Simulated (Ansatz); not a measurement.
# C₃H₅NO: up Jacob's ladder to CCSD(T)

An exercise on one series of results from a longer session: the logs are not shown, and one member is left open.

Method: functionals in def2-TZVPP, the program's frozen cores in correlated methods; program: Ansatz 0.2.0, Gaussian basis.

Plan: LDA (SPW92), PBE-D4, revPBE-D4, BLYP-D4, r2SCAN-D4, B97M-V, PBE0-D4, B3LYP-D4, r2SCANh-D4, r2SCAN0-D4, HSE06-D4, BHLYP-D4, CAM-B3LYP-D4, LC-ωPBE, ωB97X-V, ωB97M-V, B2PLYP, PBE-QIDH; CCSD(T)/def2-SVP; CCSD(T)/def2-TZVPP; MP2/def2-QZVPP; extrapolation to the limit; RPA on PBE.

## The relaxed structure

All runs share one geometry, relaxed beforehand with PBE0-D4 in a triple-zeta def2 set.

SMILES `N=C1CCO1`, 10 atoms, charge 0, spin multiplicity 1.

Atoms are counted from 1 here; the program's logs count them from 0.

Bond lengths: N1–C2 1.247 Å, N1–H6 1.019 Å, C2–C3 1.505 Å, C2–O5 1.374 Å, C3–C4 1.529 Å, C3–H7 1.089 Å, C3–H8 1.089 Å, C4–O5 1.452 Å, C4–H9 1.091 Å, C4–H10 1.091 Å. Angles: C2–N1–H6 111.7°, N1–C2–C3 135.1°, N1–C2–O5 130.5°, C3–C2–O5 94.4°, C2–C3–C4 83.7°, C2–C3–H7 114.4°, C2–C3–H8 114.3°, C4–C3–H7 116.3°, C4–C3–H8 116.3°, H7–C3–H8 109.8°, C3–C4–O5 90.3°, C3–C4–H9 116.3°, C3–C4–H10 116.3°, O5–C4–H9 110.8°, O5–C4–H10 110.8°, H9–C4–H10 110.5°, C2–O5–C4 91.5°.

As a file:

```tsv
atom	x (Å)	y (Å)	z (Å)
N1	-1.9326	0.1334	-0.8064
C2	-0.7790	0.1574	-0.3326
C3	0.2061	-0.8838	0.1259
C4	1.0898	0.3267	0.4298
O5	0.0465	1.2175	-0.0466
H6	-2.2802	1.0716	-0.9973
H7	-0.1239	-1.4679	0.9837
H8	0.5550	-1.5497	-0.6620
H9	1.9927	0.4298	-0.1730
H10	1.3087	0.5138	1.4816
```

Set-up of the first run:

in.yaml reads:

```yaml
crystal:
  periodic: [false, false, false]
  atoms:
    - {symbol: N, position_ang: [-1.932581, 0.133353, -0.806364]}
    - {symbol: C, position_ang: [-0.779024, 0.157431, -0.332602]}
    - {symbol: C, position_ang: [0.206138, -0.883786, 0.125935]}
    - {symbol: C, position_ang: [1.089762, 0.326746, 0.429768]}
    - {symbol: O, position_ang: [0.046520, 1.217549, -0.046635]}
    - {symbol: H, position_ang: [-2.280175, 1.071584, -0.997346]}
    - {symbol: H, position_ang: [-0.123897, -1.467881, 0.983722]}
    - {symbol: H, position_ang: [0.555006, -1.549677, -0.662002]}
    - {symbol: H, position_ang: [1.992690, 0.429830, -0.172974]}
    - {symbol: H, position_ang: [1.308662, 0.513750, 1.481597]}
basis:
  gaussian: {orbitals: def2-TZVPP}
hamiltonian: {xc: lda}
output: {orbitals: {seedname: orbitals}}
```

Command:

```
> ansatz run in.yaml --threads 2 --pin off --events-out ev --progress --plain --max-ram 4352MiB
```

Among the steps run: LDA; PBE-D4 (GGA); revPBE-D4 (GGA); BLYP-D4 (GGA); r2SCAN-D4 (meta-GGA); B97M-V (meta-GGA); PBE0-D4 (hybrid); B3LYP-D4 (hybrid); r2SCANh-D4 (hybrid); r2SCAN0-D4 (hybrid); HSE06-D4 (hybrid); BHLYP-D4 (hybrid); CAM-B3LYP-D4 (range-separated); LC-ωPBE (range-separated); ωB97X-V (range-separated); ωB97M-V (range-separated); B2PLYP (double hybrid); PBE-QIDH (double hybrid).

One table of the session follows, with a row left open; its other results are not shown here.

It belongs to the step «Orbital energies across the functionals». 

| functional | HOMO (eV) | LUMO (eV) | gap (eV) |
| --- | --- | --- | --- |
| LDA (SPW92) | -6.54 | -0.69 | 5.85 |
| PBE-D4 | -6.37 | -0.46 | 5.91 |
| revPBE-D4 | -6.30 | -0.37 | 5.93 |
| BLYP-D4 | -6.25 | -0.36 | 5.89 |
| r2SCAN-D4 | -6.63 | -0.19 | 6.44 |
| B97M-V | ? | ? | ? |
| PBE0-D4 | -7.74 | 0.62 | 8.36 |
| B3LYP-D4 | -7.51 | 0.34 | 7.85 |
| r2SCANh-D4 | -7.15 | 0.21 | 7.35 |
| r2SCAN0-D4 | -7.93 | 0.80 | 8.72 |
| HSE06-D4 | -7.33 | 0.24 | 7.57 |
| BHLYP-D4 | -9.01 | 1.77 | 10.78 |
| CAM-B3LYP-D4 | -9.13 | 1.78 | 10.91 |
| LC-ωPBE | -10.48 | 3.02 | 13.50 |
| ωB97X-V | -10.12 | 2.94 | 13.06 |
| ωB97M-V | -10.03 | 2.63 | 12.66 |

Q: Estimate the row for B97M-V from the others.

The run gave: HOMO (eV): -6.68; LUMO (eV): -0.12; gap (eV): 6.56. In the column «HOMO (eV)» it lies between r2SCANh-D4 (-7.15) and r2SCAN-D4 (-6.63).
